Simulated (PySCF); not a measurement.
Polarisability of `C=C[C+](C)C`

Species: C₅H₉ (charge +1).
Geometry (GFN2-xTB, Å), atoms numbered from 1 in this order:
```xyz
14
C5H9 angstrom
C      2.1107   -0.2969    0.2682
C      0.8550   -0.7874    0.2628
C     -0.3183   -0.0370   -0.0293
C     -0.2874    1.3363   -0.5071
C     -1.6073   -0.6848    0.1576
H      2.9466   -0.9299    0.5209
H      2.3459    0.7343    0.0556
H      0.7030   -1.8268    0.5283
H      0.6409    1.6200   -0.9948
H     -0.4145    1.9936    0.3638
H     -1.1414    1.5542   -1.1491
H     -1.7836   -1.3289   -0.7151
H     -1.6137   -1.3651    1.0106
H     -2.4365    0.0180    0.2055
```

Level: wB97X-D/def2-SVPD (PySCF), static field, nuclei fixed, core orbitals frozen in the response. The polarisability tensor in these axes (au):

```
x   81.39 -0.92  4.04
y   -0.92 55.15 -4.32
z    4.04 -4.32 40.61
```

Problem. Give the principal values, the mean and the anisotropy Δα = √{½[(α1 − α2)² + (α2 − α3)² + (α1 − α3)²]}.

Solution. Principal values 39.11, 56.18 and 81.86 au; mean 59.05 au = 8.75 Å³ = 9.74 × 10⁻⁴⁰ C²·m²/J; Δα = 37.27 au (63 % of the mean).

Problem. Traceless (Buckingham) quadrupole moment about the centre of nuclear charge: eigenvalues?

Solution. -11.63, 0.11, 11.52 D·Å. The values depend on the origin, since the species is charged. The electronic extent ⟨r²⟩ about the same centre is 469 bohr², a root-mean-square distance of 1.86 Å for the 38 electrons.

Problem. Rayleigh depolarisation ratio (linearly polarised light, static tensor)?

Solution. ρ = 3Δα²/(45ᾱ² + 4Δα²) = 4166.9/(156912 + 5555.9) = 0.0256.

Problem. Give the principal axes and the span of the nuclei along them.

Solution. Largest value along (0.99, -0.05, 0.10), where the nuclei span 5.43 Å; middle along (0.08, 0.97, -0.25), 3.70 Å; least along (-0.09, 0.25, 0.96), 1.77 Å. The response follows the extents in order.

Geometry: GFN2-xTB; no solvent, vibrations or thermal averaging.

These values come from a run that also computed excited states. Time: 15 s. Hardware: one thread of an x86-64 server, on a shared host.
